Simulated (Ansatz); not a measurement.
# AlO+ (triplet): from Hartree-Fock to the top rungs at distance Al1–O2 = 3.853 Å, cc-pVDZ

How much of the correlation energy of AlO+ (triplet) does each wave-function method recover here?

Program: Ansatz 0.2.0, Gaussian basis. Level of theory: cc-pVDZ, core rule «outside noble gas», up to 6 orbitals frozen. These are calculated values, not measurements.

Plan: UHF; CCSD(T) on ROHF; CCSD(T) on UHF; BCCD(T) on ROHF; CISD as a restricted active space (open shells left free, so some higher excitations enter); CCSDT(Q) on ROHF; CCSDT(Q) on UHF; CCSDTQ on ROHF; CCSDTQ on UHF; CASSCF and MRCISD+Q, 4 electrons in 4 orbitals; CASSCF and NEVPT2, 4 electrons in 4 orbitals; CASSCF and MRCISD+Q, 8 electrons in 8 orbitals; CASSCF and NEVPT2, 8 electrons in 8 orbitals; Full CI.

12 further runs of the same task are left out: 12 for a known fault of the program. Runs told in other sessions of the task aren't counted.

## (1) The system

The geometry derives from a PBE0/def2-TZVP stationary point (not a proven minimum). One bond is set to the value named and the two fragments are kept rigid.

2 atoms, charge 1, spin multiplicity 3.

Atoms are counted from 1 here; the program's logs count them from 0.

No contacts short enough for the rule that draws bonds.

## (2) UHF

The input, in.yaml:

```yaml
crystal:
  periodic: [false, false, false]
  atoms:
    - {symbol: Al, position_ang: [0.000000, 0.000000, 0.000000]}
    - {symbol: O, position_ang: [0.000000, 0.000000, 3.853000]}
basis:
  gaussian: {orbitals: cc-pVDZ}
total_charge: 1
magnetization: {spin_polarized: true, initial_magnetization: 2}
hamiltonian: {xc: hf}
output: {orbitals: {seedname: orbitals}}
```

Launch:

```console
$ ansatz run in.yaml --threads 1 --pin off --events-out ev --progress --plain --max-ram 4096MiB --backend cpu
```

The runs that follow: CCSD(T) on ROHF; CCSD(T) on UHF; BCCD(T) on ROHF; CISD as a restricted active space (open shells left free, so some higher excitations enter); CCSDT(Q) on ROHF; CCSDT(Q) on UHF; CCSDTQ on ROHF; CCSDTQ on UHF; CASSCF and MRCISD+Q, 4 electrons in 4 orbitals; CASSCF and NEVPT2, 4 electrons in 4 orbitals; CASSCF and MRCISD+Q, 8 electrons in 8 orbitals; CASSCF and NEVPT2, 8 electrons in 8 orbitals; Full CI.

Q: Predict the results of all the runs planned. Wanted: FCI from the RHF energy; RMP2 from FCI; UMP2 from FCI; RCCSD from FCI; RCCSD(T) from FCI; UCCSD(T) from FCI; RCCSDT(Q) from FCI; UCCSDT(Q) from FCI; NEVPT2 pair from FCI.

As calculated:

| quantity | value |
| --- | --- |
| FCI from the ROHF energy | -4.4187 eV |
| RMP2 from FCI | +78.4 kJ/mol |
| UMP2 from FCI | +78.0 kJ/mol |
| RCCSD from FCI | +2.9 kJ/mol |
| RCCSD(T) from FCI | +0.6 kJ/mol |
| UCCSD(T) from FCI | +0.4 kJ/mol |
| RCCSDT(Q) from FCI | 0.0 kJ/mol |
| UCCSDT(Q) from FCI | -0.2 kJ/mol |
| NEVPT2 pair from FCI | +76.1 kJ/mol |
| MRCISD+Q pair from FCI | -0.3 kJ/mol |
| NEVPT2 valence from FCI | +67.5 kJ/mol |
| levels within 1 kcal/mol (43 meV) | RCCSD, UCCSD, RCCSD(T), UCCSD(T), BCCD(T), RCCSDT, UCCSDT, RCCSDT(Q), UCCSDT(Q), RCCSDTQ, UCCSDTQ, MRCISD+Q pair, MRCISD+Q valence |
| T1 diagnostic | 0.013 |
| effectively unpaired electrons | 2.07 |

In words: RCCSD(T) lands +0.6 kJ/mol from the yardstick (0.1 % of the correlation energy). UCCSDTQ, MRCISD+Q pair, MRCISD+Q valence fall below full CI: unrestricted runs freeze a spin-polarised core, another one than full CI's, and coupled cluster isn't variational. One determinant dominates. Of the multireference levels listed MRCISD+Q pair comes nearest in total energy (-0.3 kJ/mol), which doesn't show that its space is the better one. These misses are within one basis, not against nature; the frozen cores of restricted and unrestricted runs differ, which can shift their rows.

Levels on UHF freeze UHF's core orbitals, full CI those of ROHF, so the U rows can settle a little off it for that reason alone.

With open shells the CI space here admits some higher excitations, so it is larger than plain CISD.
